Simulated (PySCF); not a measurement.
C₂H₃F, SMILES C=CF. Atoms are numbered in the order given.

```xyz
6

C      0.1987    -1.1771     0.0000
C     -0.4335    -0.0213     0.0000
F      0.2233     1.1553     0.0000
H      1.2783    -1.2323     0.0000
H     -0.3725    -2.0935     0.0000
H     -1.5067     0.1184     0.0000
```
Charge 0, spin multiplicity 1.

Geometry: B3LYP-D3(BJ)/def2-TZVP.

Computed with PySCF with B3LYP/pcJ-1.

Isotropic couplings with Fermi-contact, spin-dipole and both spin-orbit terms, one fixed conformer, no vibrational averaging. Isotopes: 13C, 19F, 1H.

Computed spin–spin coupling constants:
```tsv
pair	bonds apart	J (Hz)
C1–C2	1	96.6
C1–H4	1	168.9
C1–H5	1	170.6
C2–F3	1	-337.5
C2–H6	1	204.9
C1–F3	2	7.9
C1–H6	2	15.4
C2–H4	2	-8.5
C2–H5	2	10.4
F3–H6	2	87.9
H4–H5	2	-3.3
F3–H4	3	17.9
F3–H5	3	47.3
H4–H6	3	13.7
H5–H6	3	5.6
```
